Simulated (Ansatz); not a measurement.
Start from `CC(C)(C)C#N` and change one atom or group to get `CC(C)C#N`.

Ansatz, PBE0-D4/def2-TZVP geometries, multiplicity 1. 

```
                                          property  `CC(C)(C)C#N`
             HOMO energy (ωB97M-V/def2-TZVPP) / eV         -11.51
    size of the dipole moment (PBE/def2-TZVPP) / D           4.04
             LUMO energy (ωB97M-V/def2-TZVPP) / eV           2.09
                 HOMO energy (PBE/def2-TZVPP) / eV          -7.84
size of the dipole moment (ωB97M-V/def2-TZVPP) / D           4.10
                 LUMO energy (PBE/def2-TZVPP) / eV          -0.09
```

(1) What does the change do to each property? (Best estimate.)

Results:

(1) The calculation gave: 
| property | `CC(C)C#N` | shift |
| --- | --- | --- |
| HOMO energy (ωB97M-V/def2-TZVPP) / eV | -11.55 | -0.04 |
| size of the dipole moment (PBE/def2-TZVPP) / D | 4.05 | 0.01 |
| LUMO energy (ωB97M-V/def2-TZVPP) / eV | 2.06 | -0.03 |
| HOMO energy (PBE/def2-TZVPP) / eV | -7.88 | -0.04 |
| size of the dipole moment (ωB97M-V/def2-TZVPP) / D | 4.11 | 0.01 |
| LUMO energy (PBE/def2-TZVPP) / eV | -0.40 | -0.31 |

The zero-point energy changes by -72.7 kJ/mol with -9 modes. Dipoles are sizes alone; their direction can turn.
